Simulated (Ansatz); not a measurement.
Pb, one cell by several methods

```yaml
crystal:
  lattice:
    - [0.00000, 2.52048, 2.52048]
    - [2.52048, 0.00000, 2.52048]
    - [2.52048, 2.52048, 0.00000]
  atoms:
    - { symbol: Pb, position: [0.00000, 0.00000, 0.00000] }
```

Conventional cell: a = 5.041 Å, b = 5.041 Å, c = 5.041 Å, α = 90.00°, β = 90.00°, γ = 90.00°. Around Pb (atom 1) lie 12 Pb at 3.56 Å.

The structure comes from a relaxation in the same program, started in the fcc type, and has space group Fm-3m. Whether it is a known phase or the ground state wasn't checked.

No spin–orbit coupling, which matters for the heavy atoms here.

Methods: DFT, PBE, PAW with Ansatz's default frozen-core files, scalar-relativistic (Ansatz 0.2.0); DFT, PBE, all-electron PAW with datasets made for the crystal, scalar-relativistic (Ansatz 0.2.0); DFT, PBE, all-electron LAPW, scalar-relativistic (Ansatz 0.2.0).

For PAW: a Γ-centred 13×13×13 k mesh, Fermi–Dirac smearing of 0.05 eV, cutoff 420 eV, no spin polarisation. The crystal-made all-electron datasets (AE datasets) take a cutoff of 260 eV at this cell. LAPW targets a basis error of 0.25 meV/atom. The Ansatz runs share mesh, smearing and spin set-up. Plane-wave (PAW) pressures include the program's estimate of the Pulay term.

Stress and pressure are positive in compression.

Levels count from the Fermi level.

```
                      quantity      PAW  AE datasets     LAPW
                pressure (GPa)     0.00         0.01     0.01
highest filled level at Γ (eV)  -11.438      -11.438  -11.438
  lowest empty level at Γ (eV)    6.946        6.945    6.945
highest filled level at X (eV)   -3.110       -3.111   -3.111
  lowest empty level at X (eV)    1.939        1.939    1.939
```

PAW's pressure differs from the LAPW value by about 0.01 GPa or less.
